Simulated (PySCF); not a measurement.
This PySCF input asks for the NMR shieldings of `CCCCOC`, C5H12O; the geometry comes from PBE0-D3(BJ)/def2-SVP.

```python
import basis_set_exchange as bse
import numpy as np
from pyscf import gto, dft
from pyscf.prop import nmr

atoms = """
C    -2.714027    1.155454    0.041482
C    -1.675266    0.046242    0.002155
C    -0.246183    0.565316   -0.063549
C     0.788474   -0.537592   -0.100165
O     2.065108    0.026355   -0.157668
C     3.088350   -0.914408   -0.189235
H    -2.571383    1.804557    0.920280
H    -3.737135    0.752553    0.088164
H    -2.648764    1.795355   -0.853068
H    -1.867486   -0.608520   -0.866540
H    -1.789919   -0.598408    0.891878
H    -0.035499    1.210734    0.806180
H    -0.112136    1.197927   -0.957528
H     0.687807   -1.184934    0.798381
H     0.612422   -1.196287   -0.978644
H     4.046169   -0.376497   -0.230306
H     3.088810   -1.561554    0.711598
H     3.020462   -1.576228   -1.076753
"""
names = dict.fromkeys(["C", "O", "H"], "pcSseg-1")
basis = {el: gto.basis.parse(bse.get_basis(n, elements=[el], fmt="nwchem")) for el, n in names.items()}
mol = gto.M(atom=atoms, basis=basis, charge=0, verbose=0)
mf = dft.RKS(mol, xc="PBE0")
mf.grids.level = 2
mf.grids.alignment = dft.numint.BLKSIZE   # the property module wants whole blocks of grid points
mf.conv_tol = 1e-9
mf.kernel()

calc = nmr.RKS(mf)   # GIAO
C = mf.mo_coeff
Co = C[:, mf.mo_occ > 0]
resp = mf.gen_response(singlet=True, hermi=2)
def vind(x):   # induced exchange potential for any number of trial vectors
    d = np.einsum("pi,xij,qj->xpq", C, 2 * x.reshape(-1, C.shape[1], Co.shape[1]), Co, optimize=True)
    return np.einsum("xpq,pi,qj->xij", resp(d - d.transpose(0, 2, 1)), C, Co, optimize=True).ravel()
mo1, _ = nmr.rhf.solve_mo1(calc, with_cphf=vind)
sigma = calc.kernel(mo1)
for i, s in enumerate(sigma):   # ppm
    w = np.linalg.eigvalsh((s + s.T) / 2)
    print("%2d %-2s iso %8.1f  s11 %8.1f  s22 %8.1f  s33 %8.1f" % (i, mol.atom_pure_symbol(i), w.mean(), *w))
```

**Question.** What are the results?

**Answer.** 
```
 0 C  iso    168.0  s11    156.9  s22    161.4  s33    185.6
 1 C  iso    162.8  s11    154.7  s22    161.9  s33    171.7
 2 C  iso    148.9  s11    126.8  s22    149.1  s33    170.8
 3 C  iso    108.6  s11     73.9  s22     91.2  s33    160.6
 4 O  iso    309.3  s11    285.7  s22    309.2  s33    333.0
 5 C  iso    125.1  s11     94.9  s22     97.7  s33    182.8
 6 H  iso     30.3  s11     26.2  s22     28.5  s33     36.3
 7 H  iso     30.1  s11     25.6  s22     27.3  s33     37.3
 8 H  iso     30.3  s11     26.2  s22     28.5  s33     36.3
 9 H  iso     30.2  s11     25.2  s22     30.0  s33     35.4
10 H  iso     30.2  s11     25.2  s22     30.0  s33     35.4
11 H  iso     29.9  s11     25.6  s22     30.4  s33     33.6
12 H  iso     29.8  s11     25.6  s22     30.3  s33     33.6
13 H  iso     28.3  s11     24.7  s22     29.0  s33     31.1
14 H  iso     28.3  s11     24.7  s22     29.0  s33     31.1
15 H  iso     27.6  s11     23.7  s22     25.1  s33     34.0
16 H  iso     28.2  s11     24.5  s22     25.8  s33     34.2
17 H  iso     28.2  s11     24.5  s22     25.8  s33     34.2
```

These numbers come from an equivalent density-fitted implementation of the same equations, which agrees with the script to about 0.01 ppm for H and up to a few tenths of a ppm for heavy atoms, so last digits may differ.

**Question.** Turn these shieldings into chemical shifts. References, each an isolated molecule treated in the same way: TMS for $^{13}$C (σref 184.41), $^{1}$H (σref 31.27); $^{17}$O (σref 334.56) against H2O.

**Answer.** Averaging equivalent atoms: C 3: 75.8; C 5: 59.3; C 2: 35.5; C 1: 21.7; C 0: 16.4; O 4: 25.3; H 15/16/17: 3.29; H 13/14: 3.00; H 11/12: 1.42; H 9/10: 1.04; H 6/7/8: 1.02 ppm. Experimental scales use liquid or dissolved standards, which lie at an offset from isolated H2O (liquid H2O: subtract about 36 ppm).

Size and cost of the density-fitted run: 162 basis functions, 18 s wall time on 1 thread of an Arm Neoverse V2, shared host; peak memory 0.79 GiB.
